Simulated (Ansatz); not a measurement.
A CCSD(T) single point on `NC(F)(S)C=O`.

```yaml
crystal:
  periodic: [false, false, false]
  atoms:
    - {symbol: N, position_ang: [0.659377, -1.202835, -0.421540]}
    - {symbol: C, position_ang: [-0.203758, -0.183170, 0.008381]}
    - {symbol: F, position_ang: [-1.494048, -0.305396, -0.453312]}
    - {symbol: S, position_ang: [-0.194526, -0.204535, 1.830718]}
    - {symbol: C, position_ang: [0.338421, 1.188645, -0.382872]}
    - {symbol: O, position_ang: [-0.336222, 2.071100, -0.820590]}
    - {symbol: H, position_ang: [0.766577, -1.213348, -1.427580]}
    - {symbol: H, position_ang: [0.370510, -2.113124, -0.088883]}
    - {symbol: H, position_ang: [-1.246707, 0.622836, 1.942865]}
    - {symbol: H, position_ang: [1.423476, 1.288629, -0.184188]}
basis:
  gaussian: {orbitals: def2-TZVPP}
correlation: {method: ccsd_t}
```

```sh
$ ansatz run in.yaml --threads 4 --pin off --events-out ev --progress --plain --max-ram 10444MiB
```

Output of Ansatz, abridged:

```
Functional definition: HF
1554 factors; integrals over basis functions are off by at most 1.2e-3 eV
mean field evaluation 1: about -19164.0383 eV, gradient 4.8e1 eV
mean field evaluation 2: about -19164.3680 eV, gradient 4.9e1 eV
mean field evaluation 4: about -19169.4172 eV, gradient 5.8e0 eV
mean field evaluation 8: about -19169.5564 eV, gradient 6.5e-1 eV
mean field evaluation 16: about -19169.5599 eV, gradient 2.3e-6 eV
mean field -19169.55991009 eV, -704.4683331013 hartree, gradient 2.3e-6 eV, S^2 0.000000; 0 other end points of the search recorded, 0 dependent functions left out
10 core orbitals not correlated: weight in the atoms' cores, before any rotation towards them, 1.000 or more for the frozen orbitals, at most 0.000 for the correlated occupied ones
reference -19169.55991009 eV, -704.4683331013 hartree; 18, 18 occupied and 225, 225 virtual orbitals, 1554 factors
second order -32.24436057 eV of doubles, -0.00000000 eV of singles
cycle   1  -32.08263397 eV  change    1.6e-1 eV  update   1.3e-1
cycle   2  -32.86820751 eV  change   -7.9e-1 eV  update   4.1e-2
cycle   3  -33.06831066 eV  change   -2.0e-1 eV  update   2.1e-2
cycle   4  -33.04809318 eV  change    2.0e-2 eV  update   5.1e-3
cycle   5  -33.04590563 eV  change    2.2e-3 eV  update   2.3e-3
cycle   6  -33.04725172 eV  change   -1.3e-3 eV  update   7.4e-4
cycle   7  -33.04687163 eV  change    3.8e-4 eV  update   3.4e-4
cycle   8  -33.04667544 eV  change    2.0e-4 eV  update   1.1e-4
cycle   9  -33.04671439 eV  change   -3.9e-5 eV  update   5.6e-5
cycle  10  -33.04672143 eV  change   -7.0e-6 eV  update   2.5e-5
perturbative correction -1.39418786 eV, -0.0512354588 hartree
Total energy: -19204.00081938 eV, -705.7340131729 hartree
```

It took 3.5 min on 4 threads of an Arm Neoverse V1 on a shared host, with 6 GiB of host memory at the peak.

The correlation energy is -34.441 eV, 4.0 % of it from (T); the T1 diagnostic reads 0.0138.
